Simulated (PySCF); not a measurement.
# Exercise with solution: entropy of an ideal gas

methanol (CH4O), SMILES CO.

Geometry: PBE-D3(BJ)/def2-TZVP.

PBE-D3(BJ)/def2-TZVP (PySCF 2.14.0) gives the harmonic wavenumbers 302, 1013, 1056, 1128, 1333, 1427, 1440, 1458, 2916, 2962, 3046, 3710 cm⁻¹ and the rotational temperatures 6.0546, 1.1775, 1.1359 K. The molar mass is 32.04 g/mol, the symmetry number 1, the spin multiplicity 1.

Task: Work out the entropy at 298.15 K and 1 atm in the rigid-rotor, harmonic-oscillator model.

Result: 
Translation (Sackur–Tetrode at 1 atm): S = R[1.5 ln M + 2.5 ln T − 1.16487] = 152.0 J/(mol K).
Rotation: q = (√π/σ) T^1.5/√(θA θB θC) = 3210, S = R[ln q + 3/2] = 79.6 J/(mol K).
Vibration: with u = 1.4388 ν/T, each mode gives R[u/(e^u − 1) − ln(1 − e^−u)]:
```
ν (cm⁻¹)  modes     u  S (J/(mol K))
--------  -----  ----  -------------
302           1  1.46           5.88
1013          1  4.89           0.37
1056          1  5.10           0.31
1128          1  5.44           0.23
1333          1  6.43           0.10
1427          1  6.89           0.07
1440          1  6.95           0.06
1458          1  7.04           0.06
```
The stiffer modes add less than 0.005 each. Sum 7.1 J/(mol K).
Spin: R ln 1 = 0.0 J/(mol K).
Total 238.7 J/(mol K); the program's own thermochemistry gives 238.7. Translation makes up 64 % and vibration 3 %. Anharmonicity, hindered rotation and orbital degeneracy are left out.
